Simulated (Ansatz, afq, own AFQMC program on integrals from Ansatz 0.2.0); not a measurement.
**Atomization energy of Si3Ge2H10, singlet**

```yaml
atoms:
  - { symbol: Si, position_ang: [-1.6493, 0.9770, 0.5426] }
  - { symbol: Si, position_ang: [-0.6389, -0.7949, 1.7114] }
  - { symbol: Ge, position_ang: [1.6133, -0.7748, 0.8911] }
  - { symbol: Si, position_ang: [1.4337, -0.1204, -1.4145] }
  - { symbol: Ge, position_ang: [-0.8035, 0.7159, -1.6852] }
  - { symbol: H, position_ang: [-3.1438, 0.9620, 0.6012] }
  - { symbol: H, position_ang: [-1.1544, 2.2753, 1.1027] }
  - { symbol: H, position_ang: [-1.2929, -2.0809, 1.3085] }
  - { symbol: H, position_ang: [-0.7165, -0.6565, 3.1987] }
  - { symbol: H, position_ang: [2.4251, 0.2873, 1.6617] }
  - { symbol: H, position_ang: [2.3175, -2.1349, 1.0603] }
  - { symbol: H, position_ang: [1.6678, -1.2912, -2.3162] }
  - { symbol: H, position_ang: [2.4388, 0.9390, -1.7400] }
  - { symbol: H, position_ang: [-1.6539, -0.3324, -2.4327] }
  - { symbol: H, position_ang: [-0.8429, 2.0295, -2.4898] }
```

Atoms in their ground-state spins without spin–orbit coupling (mostly on UHF) minus the molecule (RHF), without zero-point energy. The geometry is a stationary point, not shown to be a minimum.

Basis def2-SVP. Only valence electrons are correlated. Ansatz 0.2.0 and our own AFQMC program on the same integrals; the CISD trial comes from CCSD amplitudes, and released means the phaseless constraint is let go. Error bars are statistical, one sigma. No spin–orbit coupling. The errors of all members are added in quadrature.

No full CI on the walks' own integrals is used here. The released AFQMC energy serves as the reference, which it does only where one determinant dominates, the energy is flat over the last release times and near the phaseless one (40 meV or 2 meV an electron, half that with transition metals). On small molecules, where full CI could be run and the noise was under 10 meV, such values lay within 10 meV of it in 19 cases of 20, a flattering rate, since the rule was set on those same cases; what remains of the bias isn't in the error bar. Each member takes its own surest rung, up to full CI.

Errors are counted within def2-SVP, not against nature.

Cautions: inner d shell frozen; no relativity below Rb; no spin-orbit coupling; Si₃Ge₂H₁₀ (singlet): the released value is read at 0.90 1/Eh with a noise of 13 meV, more than in the cases checked (meV from the phaseless value at times in 1/Eh: -11 ± 10 at 0.21, -11 ± 12 at 0.42, -13 ± 14 at 0.63, -23 ± 13 at 0.90); other spins of the molecule weren't checked.

```json
{"level": "CCSD", "atomization energy (kcal/mol)": "930.4"}
{"level": "HF", "atomization energy (kcal/mol)": "751.6"}
```

(1) From these cheaper values, estimate the atomization energy at the reference level in def2-SVP.

(1) 940.9 ± 0.3 kcal/mol (AFQMC with the constraint released in def2-SVP).

| level | atomization energy (kcal/mol) | error against released AFQMC (kcal/mol) |
| --- | --- | --- |
| MP2 | 925.2 | -15.7 ± 0.3 |
| CCSD(T) | 939.6 | -1.4 ± 0.3 |
| ph-AFQMC/HF | 951.0 ± 1.1 | 10.1 ± 1.1 |
| ph-AFQMC/CISD | 940.6 ± 0.2 | -0.3 ± 0.4 |

Correlation beyond CCSD(T) adds 1.4 ± 0.3 kcal/mol. The perturbative (T) step is worth +9.2 kcal/mol.

Released energies are given only where the last usable release times agree within the noise; a slower fall can still hide under it.
